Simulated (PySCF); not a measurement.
**Structure revision by computed shifts**

A compound C₃H₄ gives the data below (simulated from a calculation) and was assigned the structure `C1=CC1`.

$^{13}$C{$^{1}$H} NMR (computed): δ 224.9 (C), 77.4 (CH2, 2C).

$^{1}$H NMR (600 MHz, computed): δ 4.89 (s, 4H).

- J: B3LYP/pcJ-1
- σ from GIAO-PBE0/pcSseg-1
- GFN2-xTB structure
- run in PySCF
- fast rotation and ring inversion assumed for equivalent nuclei, one conformer, in vacuum, non-relativistic

Shifts are taken against calculated references (same method and geometry level): TMS for $^{1}$H (σref 31.72) and $^{13}$C (σref 186.93).

(1) Compare with the shifts computed for the proposed structure, pairing carbons in order of shift.

(2) Which isomer fits?

Answers

(1) Numbering as in the mapped SMILES `[CH:1]1=[CH:2][CH2:3]1`. Each H is labelled by its parent atom.

```json
{"atom": "C1", "computed for proposal": "118.8", "given list": "224.9", "difference": "-106.1"}
{"atom": "C2", "computed for proposal": "118.8", "given list": "77.4", "difference": "+41.4"}
{"atom": "C3", "computed for proposal": "4.6", "given list": "77.4", "difference": "-72.8"}
```

The rms difference is 78.1 ppm and the largest -106.1 ppm at C1 (alkene CH). The carbon types in order of shift don't match either: CH, CH, CH2 for the proposal against C, CH2, CH2 in the data. The proposal doesn't fit.

(2) allene (C=C=C).

- Carbon types of the structure: 1 × C, 2 × CH2, which accounts for all hydrogens.
- δC 224.9: central carbon of an allene; the central sp carbon of an allene is among the most deshielded carbons of hydrocarbons.
- δC 77.4: terminal carbon of a cumulated C=C=C unit.
- δH 4.89: hydrogen on a terminal carbon of a cumulated C=C=C unit; attached to an sp2 carbon and in the plane of the double bond.

Other isomers checked: C#CC (rms 91.5 ppm).

Shifts are as computed. Against solution values, carbons near 30 ppm lie about +3 ppm off and those near 130 ppm about +5 ppm. Of 1211 compounds with measured shifts, 218 miss one by over three times the rms of a fit or turn the order of signals round; such compounds aren't used in these exercises.
